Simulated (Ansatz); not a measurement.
Voigt–Reuss–Hill bulk modulus (GPa) of solids drawn from the class of elemental solids other than molecular ones, at two levels: PBE (Ansatz, an electronic-structure program, plane waves, PAW), and r²SCAN+rVV10 (Ansatz, PAW).

```tsv
solid	PBE	r²SCAN+rVV10	shift (%)
hcp Hf	107	112	+4.7
hcp Zr	93.5	96.6	+3.3
body-centred tetragonal In	35.5	45.4	+28
hcp Ti	112	119	+6.2
hcp Mg	36.1	40.0	+10.8
hcp Zn	67.0	85.5	+28
hcp Ru	312	348	+11.5
```

The shifts run from +3.3 % to +28 %, with a median of +10.8 %.

Of 7 rows, r²SCAN+rVV10 is the larger in 7 and the smaller in 0.

Ansatz's runs of these crystals have no spin polarisation. Meta-GGAs and exact exchange favour moments, which can bear on hcp Ti.

Spin–orbit coupling is left out, also for the solids with elements from indium on (hcp Hf, body-centred tetragonal In); its size isn't shown.

Each level is taken at its own relaxed cell. Ansatz's density-functional and Hartree–Fock values are scalar-relativistic unless marked +SOC, with PAW data made under PBE.
